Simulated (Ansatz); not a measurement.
Rock-salt SnTe (cubic form, which distorts at low temperature), treated with HSE06 in Ansatz (plane waves, PAW).

Run with plane-wave cutoff 460 eV, 8×8×8 k mesh, Fermi–Dirac smearing 0.01 eV, scalar-relativistic PAW data made under PBE.

Energies at three volumes about the minimum:

```csv
V (Å³/atom),E − E_lowest (meV/atom)
31.329,3.01
32.302,0.00
32.935,2.42
```

Q: Fit a parabola by hand: where is the minimum, what lattice constant follows, and what is the bulk modulus?

A: Slopes: (0.00 − 3.01)/(32.302 − 31.329) = -3.094 and (2.42 − 0.00)/(32.935 − 32.302) = 3.823 meV/Å³. Curvature E″ = 2 × (3.823 − (-3.094))/(32.935 − 31.329) = 8.614 meV/Å⁶. From the middle of the first interval, the slope vanishes at V0 = 31.8155 − (-3.094)/8.614 = 32.175 Å³/atom. B = V0 E″ = 32.175 × 8.614 meV/Å³ × 0.1602 GPa per meV/Å³ = 44.4 GPa. With 8 atoms in the cube, a = (8 × 32.175)^(1/3) = 6.361 Å. The full Birch–Murnaghan fit to all volumes gives V0 = 32.157 Å³/atom and B0 = 44.5 GPa.

Measured, for comparison: bulk modulus 37.8 GPa (temperature not stated, no zero-point or thermal correction; as tabulated in Toher et al. (2017), arXiv:1611.05714); lattice constant a 6.316 Å (room temperature, no zero-point or thermal correction; as tabulated in Maiti et al. (2022), arXiv:2109.01420). Computed less measured: bulk modulus +18 % (against room or unstated temperature, where such soft solids are markedly softer).

Note: symmetry holds this phase in the static calculation, where it need not be a minimum.

Ansatz is a first-principles code.
